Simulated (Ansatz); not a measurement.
Isolated molecules relaxed with PBE0-D4/def2-TZVP in Ansatz; ΔE leaves out vibrations. CBS: MP2 limit from def2 TZ/QZ plus the TZ coupled-cluster correction, frozen cores. This one scheme is used for every species. Functionals use def2-TZVPP. B3LYP here is the variant with VWN-RPA as its local correlation; programs differ in this. One conformer a species, not always the lowest.

Consider the ligand exchange at a P–N bond: `CNP` + CH₃SH → `CSP` + CH₃NH₂.

Problem. Is it downhill or uphill in electronic energy at CCSD(T)/CBS, and by how much? (An estimate is asked.)

Solution. Computed: Downhill: ΔE = -7.9 kcal/mol.

Problem. What do these levels give: B97M-V, PBE0-D4, ωB97X-V, PBE, BLYP, PBE0, B3LYP, BHLYP, LC-ωPBE, RPA@PBE/def2-TZVPP, CCSD/def2-TZVPP, SCS-MP2/def2-QZVPP? (Estimate.)

Solution. The calculation gave: B97M-V -8.7, PBE0-D4 -8.6, ωB97X-V -6.7, PBE -9.2, BLYP -7.8, PBE0 -8.5, B3LYP -7.2, BHLYP -6.2, LC-ωPBE -6.5, RPA@PBE/def2-TZVPP -6.1, CCSD/def2-TZVPP -6.3, SCS-MP2/def2-QZVPP -7.1 kcal/mol.

Largest T1 diagnostic among the species: 0.012.

Leaving LDA and LC-ωPBE aside and taking each functional with its dispersion term where it has one, the values, not all of them listed here, spread over 3.5 kcal/mol, from PBE-D4 to CAM-B3LYP-D4. LDA lies +1.7 kcal/mol from PBE without D4. From PBE to PBE0 (25 % exact exchange), in def2-TZVPP and without D4, ΔE moves by +0.7 kcal/mol. In def2-TZVPP, CCSD(T) changes the Hartree–Fock value by −2.0 kcal/mol (the triples alone add −0.6 kcal/mol) and MP2 by −2.6 kcal/mol.
